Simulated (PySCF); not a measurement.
## How good is the calculation?

Geometry (Å), atoms numbered from 1 in this order:
```xyz
12

C    -1.651   -0.221    0.152
N    -0.250    0.046    0.007
C     0.752   -0.883   -0.038
C     1.915   -0.180   -0.159
N     1.650    1.151   -0.188
C     0.355    1.254   -0.086
H    -1.867   -0.616    1.149
H    -1.978   -0.953   -0.589
H    -2.210    0.702    0.010
H     0.553   -1.934    0.017
H     2.920   -0.545   -0.226
H    -0.188    2.178   -0.077
```

What is known from experiment: δ 15N N5 -111.5; N2 -225.0 ppm (measured; solution, cyclohexane; M. Witanowski, Z. Biedrzycka, W. Sicinska, Z. Grabowski, J. Magn. Reson. 131 (1998) 54).

PySCF calculation with GFN2-xTB geometry and shieldings: GIAO PBE0/pcSseg-1; non-relativistic Hamiltonian, no solvent model, averaged over atoms made equivalent by symmetry, fast rotation or ring inversion, a single conformation.

**Question.** What does the calculation give, and how does it compare?

**Answer.** 
Reference values: measured (solution, cyclohexane; M. Witanowski, Z. Biedrzycka, W. Sicinska, Z. Grabowski, J. Magn. Reson. 131 (1998) 54).
| atoms | quantity | reference | computed | computed, scaled |
| --- | --- | --- | --- | --- |
| N5 | δ 15N vs neat liquid CH3NO2 | -111.5 | – | -113.7 |
| N2 | δ 15N vs neat liquid CH3NO2 | -225.0 | – | -225.4 |

Computed shifts are σ(ref) − σ with the named reference compound (TMS for H and C) calculated as an isolated molecule at the same level. The measured values may be among those fitted. Shieldings were converted by a linear fit to measured shifts: 15N: δ = -148.07 − 0.921σ (rms 6.3 ppm, 71 shifts vs CH3NO2, solution or neat liquid). A few per cent of atoms miss by over 2 rms, more outside the fitted compound classes.
